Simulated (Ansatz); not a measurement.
Ansatz (a program for electronic structure) input (B2PLYP/def2-TZVPD):

Ansatz 0.2 input:
```yaml
crystal:
  periodic: [false, false, false]
  atoms:
    - {symbol: Cl, position_ang: [-0.00000000, -0.00000000, -1.00677069]}
    - {symbol: Cl, position_ang: [0.00000000, 0.00000000, 1.00677069]}
basis:
  gaussian:
    orbitals: def2-TZVPD
hamiltonian:
  xc: {name: B2PLYP}
total_charge: 1
magnetization: {spin_polarized: true, initial_magnetization: 1}
correlation: {electrons: outside_noble_gas}
```

End of the output:

```
integrals: 0.05 GiB planned
543 factors; integrals over basis functions are off by at most 9.9e-4 eV
mean field: 0.32 GiB planned
mean field evaluation 1: about -25022.8195 eV, gradient 8.4e0 eV
mean field evaluation 2: about -25022.9909 eV, gradient 8.3e0 eV
mean field evaluation 4: about -25023.2708 eV, gradient 7.5e-1 eV
mean field evaluation 8: about -25023.2774 eV, gradient 9.1e-3 eV
mean field evaluation 16: about -25023.2774 eV, gradient 3.4e-5 eV
mean field -25023.27738360 eV, -919.5884824607 hartree, gradient 2.7e-6 eV, S^2 0.760425; 2 other end points of the search recorded, 0 dependent functions left out
10 core orbitals not correlated
reference -25023.27748751 eV, -919.5884862793 hartree; 7, 6 occupied and 75, 76 virtual orbitals, 543 factors
second order -12.38968031 eV of doubles, -0.00000000 eV of singles
Total energy: -25026.62270119 eV, -919.7114206147 hartree
```

This state (charge 1, doublet) is run at the relaxed geometry of the species with charge 0 and multiplicity 1.
